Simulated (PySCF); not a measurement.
cis-2,trans-4-hexadiene, C6H10.
Z-matrix (Å and degrees, PBE0-D3(BJ)/def2-TZVP geometry), rows numbered from 1:
```
C 
C   1  1.4894
C   2  1.3375  1  127.26
C   3  1.4468  2  126.77  1    -0.28
C   4  1.3353  3  123.63  2  -179.99
C   5  1.4869  4  125.02  3   179.87
H   1  1.0953  2  110.71  3  -116.01
H   1  1.0944  2  110.70  3   126.18
H   1  1.0895  2  112.95  3     5.02
H   2  1.0871  1  115.47  3   179.66
H   3  1.0877  2  117.78  1   179.77
H   4  1.0873  3  118.05  2     0.17
H   5  1.0892  4  118.34  3    -0.06
H   6  1.0953  5  111.15  4  -118.48
H   6  1.0917  5  111.49  4     2.21
H   6  1.0948  5  111.22  4   123.11
```

Hirshfeld charges (e) from the PBE0/pcSseg-2 density (PySCF), one withheld:

```json
{"atom": "C1", "bonded to": "C2 H7 H8 H9", "charge": "-0.1244"}
{"atom": "C2", "bonded to": "C1 C3 H10", "charge": "?"}
{"atom": "C3", "bonded to": "C2 C4 H11", "charge": "-0.0652"}
{"atom": "C4", "bonded to": "C3 C5 H12", "charge": "-0.0619"}
{"atom": "C5", "bonded to": "C4 C6 H13", "charge": "-0.0408"}
{"atom": "C6", "bonded to": "C5 H14 H15 H16", "charge": "-0.1244"}
{"atom": "H7", "bonded to": "C1", "charge": "+0.0488"}
{"atom": "H8", "bonded to": "C1", "charge": "+0.0485"}
{"atom": "H9", "bonded to": "C1", "charge": "+0.0451"}
{"atom": "H10", "bonded to": "C2", "charge": "+0.0435"}
{"atom": "H11", "bonded to": "C3", "charge": "+0.0441"}
{"atom": "H12", "bonded to": "C4", "charge": "+0.0439"}
{"atom": "H13", "bonded to": "C5", "charge": "+0.0452"}
{"atom": "H14", "bonded to": "C6", "charge": "+0.0485"}
{"atom": "H15", "bonded to": "C6", "charge": "+0.0473"}
{"atom": "H16", "bonded to": "C6", "charge": "+0.0483"}
```

(1) What is the charge on C2?

(2) Add each hydrogen's charge to the atom that carries it.

(3) Across which bond do the charges differ most?

(4) Take the bonds between elements whose Pauling electronegativities differ by more than 0.25. In how many does the more electronegative atom carry the lower charge?

(5) How much positive and how much negative charge does this set hold in all?

## Answers

(1) The charges add up to the total charge, 0. The others sum to +0.0465, which leaves -0.0465 e for C2 (alkene CH carbon); the computed value is -0.0467, the difference coming from rounding and the integration grid.

(2) C1 +0.0180, C2 -0.0032, C3 -0.0211, C4 -0.0180, C5 +0.0044, C6 +0.0197.

(3) H7–C1: +0.0488 on H7 against -0.1244 on C1, a difference of 0.1732 e (C1–H8, C6–H14, C6–H16 and C6–H15 within 0.003 e of it). The lower charge is on the more electronegative element of the two (Pauling values: C 2.55, H 2.20).

(4) In 10 of 10.

(5) +0.4632 e on 10 atoms and -0.4634 e on 6.

The Hirshfeld scheme weights the molecular density at each point by an atom's share of the summed free-atom densities. One conformer (not necessarily the lowest) at the PBE0-D3(BJ)/def2-TZVP geometry, without solvent, vibrations or thermal averaging.
